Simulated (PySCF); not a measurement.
PySCF input for C2H2, SMILES C#C, PBE0/pcJ-1. Geometry: PBE0-D3(BJ)/def2-TZVPD.

```python
import numpy as np
from pyscf import gto, scf, dft
from pyscf.prop.ssc import rks as ssc

mol = gto.M(
    atom='''
    C     0.00000000    0.00000000    0.59862883
    C     0.00000000    0.00000000   -0.59862883
    H     0.00000000    0.00000000    1.66348302
    H     0.00000000    0.00000000   -1.66348302
    ''',
    basis='pcJ-1',
    charge=0,
    spin=0,
    max_memory=1600,
    verbose=3,
)
mf = dft.RKS(mol, xc='pbe0')
mf.grids.level = 3
mf.conv_tol = 1e-10
mf.max_cycle = 100
mf.kernel()
j = ssc.SSC(mf)
j.with_fcsd = True
j.max_cycle_cphf = 80
j.conv_tol = 1e-7
e11 = j.kernel()
```

Program output:

```
converged SCF energy = -77.2310307032849
Reduced spin-spin coupling constant K (Hz)
               #0        #1        #2        #3
        0 C    0.00000
        1 C  104.66287   0.00000
        2 H   32.37950   6.52744   0.00000
        3 H    6.52747  32.37948   0.38891   0.00000
Spin-spin coupling constant J (Hz)
               #0        #1        #2        #3
        0 C    0.00000
        1 C  206.55525   0.00000
        2 H  254.07921  51.22029   0.00000
        3 H   51.22048 254.07908  12.13386   0.00000
```

The calculation finished and met its thresholds.

Cost: roughly 4 core-seconds.
